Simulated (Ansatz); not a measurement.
Ansatz (a quantum-chemistry and plane-wave program) input (PBE/def2-TZVPD):

Ansatz 0.2 input:
```yaml
crystal:
  periodic: [false, false, false]
  atoms:
    - {symbol: C, position_ang: [-0.00304735, 0.42791482, -0.00613070]}
    - {symbol: C, position_ang: [1.20001360, -0.09023937, 0.00044276]}
    - {symbol: F, position_ang: [-1.17652991, -0.15679382, 0.00308106]}
    - {symbol: H, position_ang: [1.34031919, -1.16762619, 0.01578439]}
    - {symbol: H, position_ang: [2.06665249, 0.55271791, -0.00938634]}
basis:
  gaussian:
    orbitals: def2-TZVPD
hamiltonian:
  xc: {name: PBE}
magnetization: {spin_polarized: true, initial_magnetization: 1}
output: {forces: true}
```

End of the output:

```
integrals: 0.03 GiB planned
647 factors; their error is unknown
mean field: 0.41 GiB planned
mean field evaluation 1: about -4809.2225 eV, gradient 4.1e1 eV
mean field evaluation 2: about -4794.6626 eV, gradient 6.2e1 eV
mean field evaluation 4: about -4816.8696 eV, gradient 5.1e0 eV
mean field evaluation 8: about -4816.9749 eV, gradient 1.4e-1 eV
mean field evaluation 16: about -4816.9578 eV, gradient 1.7e-4 eV
mean field -4816.95777522 eV, -177.0199331881 hartree, gradient 5.0e-5 eV, S^2 0.757651; 0 other end points of the search recorded, 0 dependent functions left out
the calculation of the forces begins
reference -4816.95781876 eV, -177.0199347882 hartree; 12, 11 occupied and 120, 121 virtual orbitals, 647 factors
Total energy: -4816.95781876 eV, -177.0199347882 hartree
Atom 0 at    -0.003047     0.427915    -0.006131 Å, force    -0.180140     0.334016    -0.004659 eV/Å
Atom 1 at     1.200014    -0.090239     0.000443 Å, force     0.208813    -0.069304     0.000845 eV/Å
Atom 2 at    -1.176530    -0.156794     0.003081 Å, force    -0.324250    -0.134347     0.002155 eV/Å
Atom 3 at     1.340319    -1.167626     0.015784 Å, force     0.051409    -0.310307     0.004411 eV/Å
Atom 4 at     2.066652     0.552718    -0.009386 Å, force     0.244168     0.179941    -0.002752 eV/Å
Dipole moment:     0.188495    -0.077915     0.000983 e Å
```

It need not be the lowest isomer of its formula.
